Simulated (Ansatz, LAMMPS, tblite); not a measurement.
Wurtzite GaN: properties by level of theory

Reference values: lattice constant a 3.189 Å (measured, room temperature, no zero-point or thermal correction; as tabulated in Lucero et al. (2012), arXiv:1111.4515); lattice parameter c 5.185 Å (measured, room temperature, not corrected to a static lattice; as tabulated in Lucero et al. (2012), arXiv:1111.4515).

```tsv
level (code)	equilibrium lattice constant a (Å)	c axis length (Å)
Stillinger–Weber GaN.sw (LAMMPS)	3.191	5.210
GFN2-xTB (tblite)	3.128	5.158
r²SCAN (Ansatz)	3.183	5.184
PBE0 (Ansatz)	3.184	5.177
```

Differences from the reference values (errors of the level alone only where the reference is corrected to a static lattice):

```tsv
level	lattice constant a (%)	lattice parameter c (%)
Stillinger–Weber GaN.sw	+0.06	+0.48
GFN2-xTB	-1.91	-0.52
r²SCAN	-0.19	-0.02
PBE0	-0.16	-0.15
```

Nearest: lattice constant a, not ranked (reference at room or unstated temperature); lattice parameter c, not ranked (reference at room or unstated temperature).

Empirical potentials (Stillinger–Weber GaN.sw) are fitted to chosen data: where that held the value shown, agreement is built in, and what lay outside the fit can be far off.

Caveats: the method was fitted mainly to molecules (GFN2-xTB); the run uses a supercell at the zone centre in place of a k mesh (GFN2-xTB). Ansatz's density-functional and Hartree–Fock values are scalar-relativistic unless marked +SOC, with PAW data made under PBE.

Differences are worked out from the printed values.

Computed values are for the static lattice.

Ansatz is a first-principles code.
